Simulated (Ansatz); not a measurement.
Reaction (SMILES): S (H2S) → [SH-] + H+
B3LYP-D3(BJ)/def2-TZVP geometries, fixed; electronic energies without zero-point terms.

The deprotonation energy at CCSD(T) with Ansatz (an electronic-structure program), in kcal/mol, split into its Hartree-Fock and correlation parts. Cores are frozen. No added dispersion term, no relativity. Functions are those of the species that has most.

```json
[
 {"basis": "aug-cc-pV(D+d)Z", "X": "2", "functions": "50", "Hartree-Fock": "355.57", "CCSD(T)": "355.70"},
 {"basis": "aug-cc-pV(T+d)Z", "X": "3", "functions": "101", "Hartree-Fock": "357.46", "CCSD(T)": "356.57"},
 {"basis": "aug-cc-pV(Q+d)Z", "X": "4", "functions": "181", "Hartree-Fock": "357.74", "CCSD(T)": "356.05"}
]
```

Worked estimate of the basis-set limit from each neighbouring pair, with Hartree-Fock from the larger set and the correlation part extrapolated as X^-3.
Correlation parts: X = 2: 0.13, X = 3: -0.89, X = 4: -1.69.
- (2,3): (27·(-0.89) - 8·(0.13))/19 = -1.32; with Hartree-Fock 357.46 the estimate is 356.14 kcal/mol.
- (3,4): (64·(-1.69) - 27·(-0.89))/37 = -2.27; with Hartree-Fock 357.74 the estimate is 355.47 kcal/mol.
The last two estimates differ by 0.67 kcal/mol; the largest set lies 0.58 from the last. Over the last step Hartree-Fock moves by 0.28 and the correlation part by -0.80.
